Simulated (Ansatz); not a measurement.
Geometry optimisation, Ansatz, RKS PBE-D4/def2-SVPD.

Input file:

```yaml
crystal:
  periodic: [false, false, false]
  atoms:
    - { symbol: Si, position_ang: [-0.268495, -0.024542, -0.200388] }
    - { symbol: H, position_ang: [1.683307, 0.03068, 1.630798] }
    - { symbol: H, position_ang: [2.099492, 0.028633, 1.046584] }
    - { symbol: H, position_ang: [-1.191808, 1.06477, -0.837573] }
    - { symbol: Cl, position_ang: [-1.431296, -1.646242, -1.00862] }
basis:
  gaussian: { orbitals: def2-SVPD }
hamiltonian:
  xc: pbe
  dispersion: d4
relax:
  f_tol: 0.03
  max_steps: 50
output:
  orbitals: {}
```

Run as:

```bash
$ ansatz run input.yaml --threads 1 --pin off --max-ram 2048MiB --backend cpu --events-out ev --progress --plain --runs-dir out
```

Task: Where does it end, and by what steps?

Result: The run converged. The force dipped under the threshold on the way, but the program's further checks kept it going. After 19 steps the energy has fallen by 0.374 eV; H2 moved furthest, 0.93 Å.

```tsv
step	energy less start (eV)	largest force component (eV/Å)	accepted
0	0.0000	1.706	yes
1	-0.2437	0.316	yes
2	-0.3232	0.381	yes
3	-0.3496	0.056	yes
4	-0.3516	0.081	yes
5	-0.3527	0.084	yes
6	-0.3531	0.167	yes
7	-0.3538	0.089	yes
8	-0.3537	0.233	no
9	-0.3545	0.014	yes
10	-0.3454	0.805	no
11	-0.3548	0.060	yes
12	-0.3548	0.301	yes
13	-0.3592	0.072	yes
14	-0.3628	0.093	yes
15	-0.3440	1.126	no
16	-0.3665	0.070	yes
17	-0.3698	0.087	yes
18	-0.3731	0.049	yes
19	-0.3737	0.007	yes
```

```xyz
5
Properties=species:S:1:pos:R:3
Si -0.446 -0.047 -0.679
H 2.528 0.111 2.014
H 2.063 0.016 1.408
H -1.517 1.040 -0.950
Cl -1.737 -1.666 -1.163
```

Run time: 23 s on 1 thread of Arm Neoverse V2, with other jobs on the host, peak memory 0.12 GiB.
